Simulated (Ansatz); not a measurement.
**SiClF+ (quartet): wave-function methods side by side, def2-TZVPP**

An exercise on one series of results from a longer session: the logs are not shown, and one member is left open.

Method: def2-TZVPP, core rule «outside noble gas», up to 11 orbitals frozen; program: Ansatz 0.2.0, Gaussian basis.

To be run: UHF; ROHF; CCSD(T) on UHF.

2 further runs of the same task are left out: 2 set aside as unsound or not needed.

## What is computed

The geometry is a PBE0/def2-TZVP stationary point (not a proven minimum) of the parent state, kept for this charge and spin.

3 atoms, charge 1, spin multiplicity 4.

Atoms are counted from 1 here; the program's logs count them from 0.

Bond lengths: Cl1–Si2 2.041 Å, Si2–F3 1.602 Å. Angles: Cl1–Si2–F3 116.3°.

The first run:

File in.yaml:

```yaml
crystal:
  periodic: [false, false, false]
  atoms:
    - {symbol: Cl, position_ang: [0.000000, -0.165216, 1.357873]}
    - {symbol: Si, position_ang: [0.000000, 0.563381, -0.548185]}
    - {symbol: F, position_ang: [0.000000, -0.524541, -1.723546]}
basis:
  gaussian: {orbitals: def2-TZVPP}
total_charge: 1
magnetization: {spin_polarized: true, initial_magnetization: 3}
hamiltonian: {xc: hf}
output: {orbitals: {seedname: orbitals}}
```

The run is started by

```bash
> ansatz run in.yaml --threads 1 --pin off --events-out ev --progress --plain --max-ram 4096MiB --backend cpu
```

Steps of the session up to this table: UHF; ROHF; CCSD(T) on UHF.

One of the session's tables, all rows but one given; the rest of the session is left out.

It belongs to the step «Misses and costs». 

```
  method  from UCCSD(T) (meV)
    ROHF             +14022.6
     UHF             +13817.3
    UMP2                    ?
   UCCSD               +466.8
UCCSD(T)                    0
```

**Question.** Estimate the row for UMP2.

The run gave: from UCCSD(T) (meV): +1217.9. In the column «from UCCSD(T) (meV)» it lies between UCCSD (+466.8) and UHF (+13817.3).
